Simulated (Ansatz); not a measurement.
**CH8Si2 (SMILES [SiH3]C[SiH3]): from total energies to a heat of formation**

CH8Si2 has 11 atoms, charge 0, and is taken as a singlet. SMILES: `[SiH3]C[SiH3]`. The coordinates come from a PBE0-D4/def2-TZVP relaxation.

| atom | x (Å) | y (Å) | z (Å) |
| --- | --- | --- | --- |
| Si | -1.1590 | 1.0347 | -0.3447 |
| C | -0.2863 | -0.6214 | -0.3656 |
| Si | 1.3352 | -0.6523 | 0.5696 |
| H | -2.4358 | 0.9768 | -1.1065 |
| H | -0.2935 | 2.0789 | -0.9556 |
| H | -1.4638 | 1.4368 | 1.0546 |
| H | -0.9541 | -1.3776 | 0.0607 |
| H | -0.0994 | -0.9088 | -1.4058 |
| H | 1.1106 | -0.3044 | 1.9983 |
| H | 2.2821 | 0.3367 | -0.0116 |
| H | 1.9641 | -1.9994 | 0.5065 |

Total energies at PBE0/def2-SVP (Ansatz 0.2.0); the atoms run unrestricted:

| species | state | energy (Eh) |
| --- | --- | --- |
| CH8Si2 | singlet | -621.380874 |
| Si | triplet | -289.151943 |
| C | triplet | -37.760664 |
| H | doublet | -0.500291 |

Harmonic wavenumbers at PBE0-D4/def2-TZVP, in cm⁻¹: 73, 140, 164, 452, 558, 565, 568, 769, 773, 824, 912, 944, 949, 950, 954, 955, 1028, 1073, 1391, 2216, 2220, 2220, 2222, 2226, 2228, 3056, 3112.

Measured heats of formation of the gaseous atoms at 298.15 K, in kJ/mol: Si 450.0, C 716.9, H 218.0. Spin-orbit lowering of the atoms at 298 K (mean of the ground term's levels less their thermal mean, from spectra), in kJ/mol: Si 0.44, C 0.02. Take 1 Eh = 2625.50 kJ/mol, 1 cm⁻¹ = 0.0119627 kJ/mol, RT = 2.479 kJ/mol.

Task: Work out the heat of formation of the gas at 298 K.

Result: 
1. Electronic atomisation energy: 2 × (-289.151943) + (-37.760664) + 8 × (-0.500291) − (-621.380874) = 1.313996 Eh = 3449.9 kJ/mol.
2. Zero-point energy: half the sum of the wavenumbers, 16771 cm⁻¹ = 200.6 kJ/mol.
3. Thermal vibrational enthalpy, Σ hcν̃/(exp(hcν̃/kT) − 1): 9.1 kJ/mol. Translation, rotation and pV of a non-linear molecule: 4 RT = 9.9 kJ/mol.
4. The 11 free atoms carry 5/2 RT each: 68.2 kJ/mol.
5. Spin-orbit coupling lowers the free atoms by 2 × 0.44 + 0.02 = 0.9 kJ/mol.
6. Atomisation enthalpy at 298 K: 3449.9 − 0.9 − 200.6 − 9.1 − 9.9 + 68.2 = 3297.6 kJ/mol.
7. Sum of the atoms' heats of formation: 3360.9 kJ/mol. Heat of formation: 3360.9 − 3297.6 = +63.3 kJ/mol.

No measured value is set beside it here. Anharmonicity and any spin-orbit splitting of the molecule are left out.
